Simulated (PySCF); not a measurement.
# Which basis set comes closest?

Molecule: `CNC(C)(C)C`, C5H13N.

Geometry:
```csv
atom,x (Å),y (Å),z (Å)
C1,1.801,-0.913,-0.663
N2,0.959,-0.600,0.464
C3,-0.300,0.104,0.215
C4,-0.101,1.462,-0.477
C5,-1.213,-0.779,-0.637
C6,-0.947,0.323,1.581
H7,2.127,-0.047,-1.279
H8,2.710,-1.418,-0.303
H9,1.297,-1.621,-1.339
H10,1.491,-0.082,1.159
H11,0.347,1.347,-1.476
H12,-1.060,1.989,-0.604
H13,0.563,2.108,0.121
H14,-1.326,-1.769,-0.170
H15,-2.209,-0.321,-0.736
H16,-0.815,-0.921,-1.653
H17,-1.921,0.826,1.484
H18,-1.093,-0.641,2.091
H19,-0.307,0.953,2.221
```

Geometry PBE0-D3(BJ)/def2-SVP throughout; GIAO in PySCF 2.14, gas phase, one conformer, non-relativistic; equivalent atoms averaged; functional PBE0.

Reference values (measured; solution, not stated per compound (mostly CDCl3 or CCl4); Pretsch, Buehlmann, Badertscher, Structure Determination of Organic Compounds, 4th ed. (2009)): δ(C3) = 50.4 ppm, δ(C4/C5/C6) = 28.2 ppm. Computed shifts are taken against TMS, calculated as an isolated molecule at each level.

Q: How do the basis sets STO-3G, 6-31G, pcSseg-0, 6-31G*, def2-SVP, cc-pVDZ, pcSseg-1, 6-311+G(2d,p), aug-cc-pVDZ, def2-TZVP perform against the reference? Times are CPU seconds on shared hosts with different chips, so compare them loosely.

A: 
```tsv
basis set	functions	C3	C4/C5/C6	mean abs. error C	core-s
STO-3G	43	47.7	25.0	2.9	3.4
6-31G	80	47.6	29.4	2.0	7
pcSseg-0	80	48.8	32.3	2.8	7
6-31G*	110	46.3	28.1	2.1	9.8
def2-SVP	149	46.1	28.8	2.4	14
cc-pVDZ	149	50.0	29.5	0.8	16
pcSseg-1	167	48.9	29.6	1.5	20
6-311+G(2d,p)	240	49.8	28.4	0.4	29
aug-cc-pVDZ	255	49.8	28.1	0.3	38
def2-TZVP	264	50.6	29.2	0.6	36
```

For ¹³C the closest is aug-cc-pVDZ (0.3 ppm, with 6-311+G(2d,p), def2-TZVP practically level) and the furthest STO-3G (2.9 ppm). Where a smaller basis beats a larger one, errors probably cancel. One molecule is a small sample, and vibrational and solvent effects are absent from the calculation.

A small basis that lands close on one nucleus may do so by chance; judge by the trend and by all nuclei.
